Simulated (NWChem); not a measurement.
System: nitrogen dioxide (NO2, doublet); SMILES [O]N=O

NWChem input:

```
start job
memory heap 200 mb stack 900 mb global 1100 mb
geometry units angstroms noautoz
  O     -1.091862     0.000000    -0.139228
  N      0.000000     0.000000     0.315360
  O      1.091862     0.000000    -0.139228
end
basis spherical
  O library 6-31g*
  N library 6-31g*
end
dft
  odft
  mult 2
  xc r2scan
  iterations 150
  grid medium becke
end
task dft gradient
```

Parts of the log:

```
             Northwest Computational Chemistry Package (NWChem) 7.3.0
             --------------------------------------------------------

 C2V symmetry detected

                             Geometry "geometry" -> ""
                             -------------------------

 Output coordinates in angstroms (scale by  1.889725989 to convert to a.u.)

  No.       Tag          Charge          X              Y              Z
 ---- ---------------- ---------- -------------- -------------- --------------
    1 O                    8.0000    -1.09186200     0.00000000    -0.13835287
    2 N                    7.0000     0.00000000     0.00000000     0.31623513
    3 O                    8.0000     1.09186200     0.00000000    -0.13835287

 Effective nuclear repulsion energy (a.u.)      65.6207132342

      Symmetry information
      --------------------

 Group name             C2v
 Group number             16
 Group order               4
 No. of unique centers     2

                                 NWChem DFT Module
                                 -----------------

 Summary of "ao basis" -> "ao basis" (spherical)
 ------------------------------------------------------------------------------
       Tag                 Description            Shells   Functions and Types
 ---------------- ------------------------------  ------  ---------------------
 O                           6-31g*                  6       14   3s2p1d
 N                           6-31g*                  6       14   3s2p1d

      Symmetry analysis of basis
      --------------------------

        a1         17
        a2          5
        b1         13
        b2          7

            General Information
            -------------------
          SCF calculation type: DFT
          Wavefunction type:  spin polarized.
          No. of atoms     :     3
          No. of electrons :    23
           Alpha electrons :    12
            Beta electrons :    11
          Charge           :     0
          Spin multiplicity:     2
          Use of symmetry is: on ; symmetry adaption is: on
          Maximum number of iterations: 150
          AO basis - number of functions:    42
                     number of shells:    18
          Convergence on energy requested:  1.00D-06
          Convergence on density requested:  1.00D-05
          Convergence on gradient requested:  5.00D-04

              XC Information
              --------------
                      r^2SCAN Method XC Functional
               r^2SCAN metaGGA Exchange Functional  1.000
                     r^2SCAN Correlation Potential  1.000

             Grid Information
             ----------------
          Grid used for XC integration:  medium
          Radial quadrature: Mura-Knowles
          Angular quadrature: Lebedev.
          Tag              B.-S. Rad. Rad. Pts. Rad. Cut. Ang. Pts.
          ---              ---------- --------- --------- ---------
          O                   0.60       49           6.0       434
          N                   0.65       49           5.0       434
          Grid pruning is: on
          Number of quadrature shells:    98
          Spatial weights used: Becke

      Superposition of Atomic Density Guess
      -------------------------------------

 Sum of atomic energies:        -203.80244271

      Non-variational initial energy
      ------------------------------

 Total energy =    -204.723665
 1-e energy   =    -410.290194
 2-e energy   =     139.945816
 HOMO         =      -0.149253
 LUMO         =       0.009605

   Symmetry analysis of molecular orbitals - initial alpha
   -------------------------------------------------------

  Numbering of irreducible representations:

     1 a1          2 a2          3 b1          4 b2

  Orbital symmetries:

     1 b1          2 a1          3 a1          4 a1          5 b1
     6 a1          7 b1          8 b2          9 a1         10 a2
    11 b1         12 a1         13 b2         14 a1         15 b1
    16 a1         17 b1         18 b2         19 a1         20 a1
    21 b1         22 a2

   Symmetry analysis of molecular orbitals - initial beta
   ------------------------------------------------------

  Numbering of irreducible representations:

     1 a1          2 a2          3 b1          4 b2

  Orbital symmetries:

     1 b1          2 a1          3 a1          4 a1          5 b1
     6 a1          7 b1          8 b2          9 a1         10 a2
    11 b1         12 a1         13 b2         14 a1         15 b1
    16 a1         17 b1         18 b2         19 a1         20 a1
    21 b1         22 a2

[...]

                         DFT ENERGY GRADIENTS

    atom               coordinates                        gradient
                 x          y          z           x          y          z
   1 O      -2.063320   0.000000  -0.261449    0.035228   0.000000   0.015766
   2 N       0.000000   0.000000   0.597598    0.000000   0.000000  -0.031533
   3 O       2.063320   0.000000  -0.261449   -0.035228   0.000000   0.015766
```

Level: r2SCAN/6-31G* (spherical d), spin-unrestricted. In the optimisation the excess spin sits in a1 (C2v, its own frame). Coordinates come from a PBE0-D3(BJ)/def2-TZVP, spin-unrestricted optimisation. No stability test was run on the SCF state.
